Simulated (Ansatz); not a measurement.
**Structure relaxation of Na**

All numbers below come from Ansatz, DFT r2SCAN, scalar-relativistic, plane waves, PAW. Cutoff 500 eV, Γ-centred k mesh, Gaussian smearing, no spin polarisation in the final step.

This is the end of a relaxation of cell and atoms.

```
CELL_PARAMETERS angstrom
-3.29193 3.29193 1.79034
3.29193 -3.29193 1.79034
3.29193 3.29193 -1.79034
ATOMIC_POSITIONS crystal
Na 0.00000 0.00000 0.00000
Na 0.75000 0.25000 0.50000
```

Energies count from the standard state of Na at the same level.

(1) What space group does it have?

(2) How far above the standard state of Na does it lie?

(3) Is it a metal?

Answers

(1) I4_1/amd (No. 141). Conventional cell: a = 6.584 Å, c = 3.581 Å. Around Na lie 6 Na at 3.41–3.58 Å.

(2) 0.08 eV/atom.

(3) Yes, bands cross the Fermi level on the 18×18×18 mesh.

The final run used a 18×18×18 mesh on its 2-atom cell and 0.10 eV smearing. For metals, differences of a few meV/atom aren't resolved. The cell came from a trial start, so Na may not exist in this structure.